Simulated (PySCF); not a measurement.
C$_{2}$H$_{5}$Al, closed shell: at the end structure of a reaction step.

run.py

```python
import json, numpy as np
from pyscf import gto, scf, dft, mp, cc
EV, BOHR = 27.211386245988, 0.529177210903
mol = gto.M(atom="""
Al -0.829139 -0.461342 -1.148407
H -0.421639 0.120028 1.728896
H -0.725959 -0.662955 -2.720191
H -2.167197 -0.801825 -0.362639
C 0.654889 0.207968 -0.096688
C 0.511330 0.362518 1.223303
H 1.623638 0.474503 -0.519122
H 1.306487 0.735341 1.866994
""", basis="def2-tzvpp", charge=0, spin=0, max_memory=8670, verbose=0)
def mean_field(mol, dm=None):
    mf = dft.RKS(mol, xc="r2scan").density_fit()
    mf.conv_tol = 1e-9; mf.grids.level = 4
    mf.kernel(dm0=dm)
    if not mf.converged: mf = mf.newton().run(mf.mo_coeff, mf.mo_occ)
    assert mf.converged
    return mf
def d4(mol):
    from pyscf.dispersion.dftd4 import DFTD4Dispersion
    real = gto.M(atom=[(mol.atom_pure_symbol(i), mol.atom_coord(i)) for i in range(8)], unit='B', charge=mol.charge, spin=None, basis='def2-svp', verbose=0)
    r = DFTD4Dispersion(real, xc="r2scan", atm=True).get_dispersion(grad=True); return r["energy"], r["gradient"]
def energy_and_gradient(mol, dm=None):
    mf = mean_field(mol, dm); e, g = d4(mol)
    return mf, (mf.e_tot + e) * EV, (mf.nuc_grad_method().kernel()[:8] + g) * EV / BOHR
out = {}
mf = mean_field(mol); e = d4(mol)[0]
out.update(energy=(mf.e_tot + e) * EV, converged=True, dispersion=e * EV)
out['s2'] = mf.spin_square()[0]; out['nelec'] = mol.nelec
print(f"Total energy {out['energy']:.6f} eV, <S^2> {out['s2']:.4f}")
json.dump(out, open("out.json", "w"), default=float)
```

Command:

```bash
OMP_NUM_THREADS=4 python run.py
```

It printed (PySCF 2.14):

```
Total energy -8750.045305 eV, <S^2> 0.0000
```

The run took 17 s on 4 CPU threads of an Arm Neoverse V1 (shared host), with 0.68 GiB of host memory at its peak.
